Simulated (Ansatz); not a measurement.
`BN` + `[NH2][AlH2]` → `B[NH][AlH2]` + NH₃ at 400 K and 1 bar (ligand exchange at a B–N bond).

Calculated with Ansatz (gas phase, PBE0-D4/def2-TZVP geometries, no zero-point term in ΔE). CCSD(T)/CBS adds triple-zeta CCSD(T) − MP2 to the extrapolated MP2 energy (def2 sets, frozen cores). This one scheme is used for every species.

| species | CCSD(T)/CBS energy (Eh) | H − E (kJ/mol) | S (J/(mol·K)) |
| --- | --- | --- | --- |
| `BN` | -81.93499 | 142.5 | 243.5 |
| `[NH2][AlH2]` | -299.14566 | 122.0 | 272.0 |
| `B[NH][AlH2]` | -324.56557 | 160.0 | 314.9 |
| NH₃ | -56.50880 | 104.2 | 203.1 |

H − E and S are ideal-gas, rigid-rotor, harmonic terms from PBE0-D4/def2-TZVP. 1 Eh = 2625.50 kJ/mol, R = 8.31446 J/(mol·K).

Question: By hand: ΔE, ΔH, ΔS and ΔG.

Answer: ΔE = (-324.56557) + (-56.50880) − (-81.93499) − (-299.14566) = 0.00628 Eh = 16.5 kJ/mol. Δ(H − E) = 160.0 + 104.2 − 142.5 − 122.0 = -0.3, so ΔH = 16.2 kJ/mol. ΔS = 314.9 + 203.1 − 243.5 − 272.0 = 2.5 J/(mol·K). ΔG = 16.2 − 400 × (2.5)/1000 = 15.2 kJ/mol.

Question: By hand: the equilibrium constant, and the temperature at which ΔG would vanish if ΔH and ΔS stayed fixed.

Answer: log₁₀ K = −ΔG/(RT ln 10) = -2.0. ΔG = 0 at ΔH/ΔS = 6480 K, far beyond where these terms or the molecules hold.

The number of gas molecules stays the same, so ΔS is small and ΔH decides. A doubt of 5 kJ/mol in ΔE shifts log₁₀ K by 0.7 here. These are equilibria of isolated gas molecules and say nothing of rates. Largest T1 diagnostic: 0.012 (customary marks: 0.02 for closed shells, 0.045 for open ones).
